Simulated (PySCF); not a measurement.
isobutene (C4H8), SMILES C=C(C)C. The structure is a stationary point at B3LYP-D3(BJ)/def2-SVP.

Computed equilibrium geometry at B3LYP-D3(BJ)/def2-SVP (PySCF confirms it by a frequency run) as bond lengths and angles, and its point group:
point group C2v.
Atoms: C1 C2 C3 C4 H5 H6 H7 H8 H9 H10 H11 H12. Bonded distances (Å): C1–C2 1.506, C1–H5 1.104, C1–H6 1.104, C1–H7 1.100, C2–C3 1.506, C2–C4 1.340, C3–H8 1.104, C3–H9 1.100, C3–H10 1.104, C4–H11 1.094, C4–H12 1.094. Bond angles (°): C2–C1–H5 110.8, C2–C1–H6 110.8, C2–C1–H7 112.1, H5–C1–H6 106.3, H5–C1–H7 108.3, H6–C1–H7 108.3, C1–C2–C3 115.5, C1–C2–C4 122.2, C3–C2–C4 122.2, C2–C3–H8 110.8, C2–C3–H9 112.1, C2–C3–H10 110.8, H8–C3–H9 108.3, H8–C3–H10 106.3, H9–C3–H10 108.3, C2–C4–H11 121.5, C2–C4–H12 121.5, H11–C4–H12 117.1.
